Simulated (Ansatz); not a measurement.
# Si₂H₄S (SMILES [SiH3][SiH]=S): energies and forces away from the minimum

An exercise on one series of results from a longer session: the logs are not shown, and one member is left open.

Computed with Ansatz 0.2.0, Gaussian basis. Level: single points with forces in def2-TZVPP.

Levels: PBE-D4, r2SCAN-D4, PBE0-D4, wB97M-V, Hartree-Fock, MP2, CCSD, CCSD(T). Each coordinate is moved by a Gaussian draw of the width named (0.7 of it for atoms other than hydrogen): 0.04, 0.02, 0.06, 0.09 Å.

Correlated methods freeze the cores.

6 further runs of the same task are left out: 6 set aside as unsound or not needed.

## Where the work starts

SMILES `[SiH3][SiH]=S`, 7 atoms, charge 0, spin multiplicity 1.

Atoms are counted from 1 here; the program's logs count them from 0.

Bond lengths: Si1–Si2 2.307 Å, Si1–H4 1.469 Å, Si1–H5 1.467 Å, Si1–H6 1.462 Å, Si2–S3 1.990 Å, Si2–H7 1.468 Å. Angles: Si2–Si1–H4 110.7°, Si2–Si1–H5 109.6°, Si2–Si1–H6 111.1°, H4–Si1–H5 108.5°, H4–Si1–H6 107.8°, H5–Si1–H6 109.1°, Si1–Si2–S3 129.2°, Si1–Si2–H7 112.4°, S3–Si2–H7 118.4°.

Coordinates:

```
Si   -0.82623    0.51853   -0.32686
Si    1.02020   -0.67790    0.36584
S     2.12899   -0.44342    2.00165
H    -1.76245   -0.34779   -1.05615
H    -0.40302    1.60209   -1.22099
H    -1.54077    1.09132    0.81292
H     1.38327   -1.74284   -0.57641
```

The first run:

The input, relax/in.yaml:

```yaml
crystal:
  periodic: [false, false, false]
  atoms:
    - {symbol: Si, position_ang: [-0.826230, 0.518530, -0.326860]}
    - {symbol: Si, position_ang: [1.020200, -0.677900, 0.365840]}
    - {symbol: S, position_ang: [2.128990, -0.443420, 2.001650]}
    - {symbol: H, position_ang: [-1.762450, -0.347790, -1.056150]}
    - {symbol: H, position_ang: [-0.403020, 1.602090, -1.220990]}
    - {symbol: H, position_ang: [-1.540770, 1.091320, 0.812920]}
    - {symbol: H, position_ang: [1.383270, -1.742840, -0.576410]}
basis:
  gaussian: {orbitals: def2-TZVP}
hamiltonian: {xc: pbe0, dispersion: d4}
relax: {f_tol: 0.005, max_steps: 200}
```

The command line of these runs was not kept.

Steps of the session up to this table: Relaxation at PBE0-D4; The minimum at every level; Structure 1, width 0.04 Å; Structure 2, width 0.02 Å; Structure 3, width 0.06 Å; Structure 4, width 0.09 Å.

One table of the session follows, with a row left open; its other results are not shown here.

| method | RMS force component (eV/Å) | angle to CCSD(T) forces (°) | dipole (D) |
| --- | --- | --- | --- |
| PBE-D4 | 2.032 | 4.8 | 2.04 |
| r2SCAN-D4 | 2.014 | 1.4 | 2.18 |
| PBE0-D4 | ? | ? | ? |
| wB97M-V | 1.991 | 3.2 | 2.22 |
| CCSD(T) | 2.127 | reference | 2.05 |

Q: Estimate the row for PBE0-D4 from the others.

**Answer.** RMS force component (eV/Å): 1.983; angle to CCSD(T) forces (°): 1.5; dipole (D): 2.23. In the column «RMS force component (eV/Å)» it is the lowest.
